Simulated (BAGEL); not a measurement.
**SiH3 (silyl radical): UHF/6-31G(d) (density fitting with qzvpp-jkfit, spherical functions)**

What is the energy change on altering one bond length of SiH3 (silyl radical) at UHF/6-31G* (density fitting with qzvpp-jkfit, spherical functions)? 

The results are computed with BAGEL 1.2.2.

**1. The structure to begin with**

SiH3 has 4 atoms, charge 0, and is taken as a doublet. SMILES: `[SiH3]`. The shape is that of a GFN2-xTB optimisation.

Bond lengths: Si1–H2 1.449 Å, Si1–H3 1.449 Å, Si1–H4 1.448 Å. Angles: H2–Si1–H3 115.4°, H2–Si1–H4 115.4°, H3–Si1–H4 115.3°.

**2. The energy at UHF/6-31G(d) (density fitting with qzvpp-jkfit, spherical functions)**

File input.json:

```json
{ "bagel": [

{
  "title": "molecule",
  "basis": "6-31gs.json",
  "df_basis": "qzvpp-jkfit",
  "angstrom": true,
  "geometry": [
    { "atom": "Si", "xyz": [       0.206560,      -0.018900,      -0.115090 ] },
    { "atom": "H", "xyz": [       0.587110,       0.661780,       1.105640 ] },
    { "atom": "H", "xyz": [      -0.194960,      -1.401590,       0.043390 ] },
    { "atom": "H", "xyz": [      -0.598710,       0.758710,      -1.033940 ] }
  ]
},

{
  "title": "uhf",
  "nopen": 1
},

{
  "title": "print",
  "file": "orbitals.molden",
  "orbitals": true
}

]}
```

The basis set 6-31G* is read from a file made from the Basis Set Exchange's data (not shown).

On the command line:

```sh
$ BAGEL_NUM_THREADS=1 BAGEL input.json > input.out
```

The log of the run:

```text
* using 1 threads per process

  ===============================================================
  ===============================================================

  *** Geometry ***

  { "atom" : "Si", "xyz" : [      0.390342,     -0.035716,     -0.217489 ] },
  { "atom" : "H", "xyz" : [      1.109477,      1.250583,      2.089357 ] },
  { "atom" : "H", "xyz" : [     -0.368421,     -2.648621,      0.081995 ] },
  { "atom" : "H", "xyz" : [     -1.131398,      1.433754,     -1.953863 ] },

  Number of auxiliary basis functions:      182

  Since a DF basis is specified, we compute 2- and 3-index integrals:
    o Being stored without compression. Storage requirement is 0.001 GB

  Number of basis functions:       24
  Number of electrons      :       17

    * METHOD: MOLECULE                             0.01

  *** Open-shell HF ***

  === Nuclear Repulsion ===
    15.9928686370

      * DIIS with orbital gradients will be used.

  === UHF iteration (6-31gs.json) ===
      0       -290.57728503          0.02892602           0.00
      1       -290.59928223          0.00814703           0.00
      2       -290.60151464          0.00291079           0.00
      3       -290.60201081          0.00067787           0.00
      4       -290.60206578          0.00013604           0.00
      5       -290.60207041          0.00002811           0.00
      6       -290.60207095          0.00000888           0.00
      7       -290.60207104          0.00000428           0.00
      8       -290.60207106          0.00000148           0.00
      9       -290.60207106          0.00000023           0.00
     10       -290.60207106          0.00000005           0.00
     11       -290.60207106          0.00000002           0.00
     12       -290.60207106          0.00000000           0.00
    * SCF iteration converged.

    * S^2 (UHF) is 0.7563

    * Permanent dipole moment:
           (    0.067731,    -0.006239,    -0.038287) a.u.

    * METHOD: UHF                                  0.03

    * METHOD: PRINT                                0.00

  ===============================================================
```

Run time: 0.2 s. Hardware: 1 thread of AMD EPYC 9R45 (Zen 5), shared host.

**3. The distorted shape, same level**

File input.json:

```json
{ "bagel": [

{
  "title": "molecule",
  "basis": "6-31gs.json",
  "df_basis": "qzvpp-jkfit",
  "angstrom": true,
  "geometry": [
    { "atom": "Si", "xyz": [    0.327028,    0.395949,   -0.162639 ] },
    { "atom": "H", "xyz": [    0.707578,    1.076629,    1.058091 ] },
    { "atom": "H", "xyz": [   -0.194960,   -1.401590,    0.043390 ] },
    { "atom": "H", "xyz": [   -0.478242,    1.173559,   -1.081489 ] }
  ]
},
{
  "title": "uhf",
  "nopen": 1
},
{
  "title": "print",
  "file": "orbitals.molden",
  "orbitals": true
}

]}
```

The basis set 6-31G* is read from a file made from the Basis Set Exchange's data (not shown).

On the command line:

```sh
$ BAGEL_NUM_THREADS=1 BAGEL input.json > input.out
```

The log of the run:

```text
* using 1 threads per process

  ===============================================================
  ===============================================================

  *** Geometry ***

  { "atom" : "Si", "xyz" : [      0.617993,      0.748235,     -0.307343 ] },
  { "atom" : "H", "xyz" : [      1.337129,      2.034534,      1.999502 ] },
  { "atom" : "H", "xyz" : [     -0.368421,     -2.648621,      0.081995 ] },
  { "atom" : "H", "xyz" : [     -0.903746,      2.217705,     -2.043718 ] },

  Number of auxiliary basis functions:      182

  Since a DF basis is specified, we compute 2- and 3-index integrals:
    o Being stored without compression. Storage requirement is 0.001 GB

  Number of basis functions:       24
  Number of electrons      :       17

    * METHOD: MOLECULE                             0.01

  *** Open-shell HF ***

  === Nuclear Repulsion ===
    14.7548254796

      * DIIS with orbital gradients will be used.

  === UHF iteration (6-31gs.json) ===
      0       -290.53994604          0.02728222           0.00
      1       -290.56227595          0.00798988           0.00
      2       -290.56467678          0.00290661           0.00
      3       -290.56522169          0.00067087           0.00
      4       -290.56529069          0.00022715           0.00
      5       -290.56531928          0.00008543           0.00
      6       -290.56533703          0.00006198           0.00
      7       -290.56535318          0.00003904           0.00
      8       -290.56536059          0.00001222           0.00
      9       -290.56536080          0.00000527           0.00
     10       -290.56536083          0.00000220           0.00
     11       -290.56536084          0.00000077           0.00
     12       -290.56536084          0.00000026           0.00
     13       -290.56536084          0.00000009           0.00
     14       -290.56536084          0.00000004           0.00
     15       -290.56536084          0.00000001           0.00
     16       -290.56536084          0.00000001           0.00
    * SCF iteration converged.

    * S^2 (UHF) is 0.7582

    * Permanent dipole moment:
           (   -0.020360,    -0.317735,    -0.003702) a.u.

    * METHOD: UHF                                  0.04

    * METHOD: PRINT                                0.00

  ===============================================================
```

Wall time 0.22 s (1 thread of AMD EPYC 9R45 (Zen 5), shared host).

**4. Results**

At UHF/6-31G* (density fitting with qzvpp-jkfit, spherical functions):

```
                                                          quantity          value
                                         first shape: total energy  -290.60207 Eh
                                        first shape: dipole moment         0.20 D
                                                 first shape: ⟨S²⟩          0.756
                                     distorted shape: total energy  -290.56536 Eh
                                    distorted shape: dipole moment         0.81 D
                                             distorted shape: ⟨S²⟩          0.758
energy change with the Si1–H3 bond stretched from 1.449 to 1.883 Å       0.999 eV
```

What this shows: With the Si1–H3 bond stretched from 1.449 to 1.883 Å the energy rises by 1.00 eV (96.4 kJ/mol). The first shape isn't relaxed at this level, so the change isn't measured from a minimum.
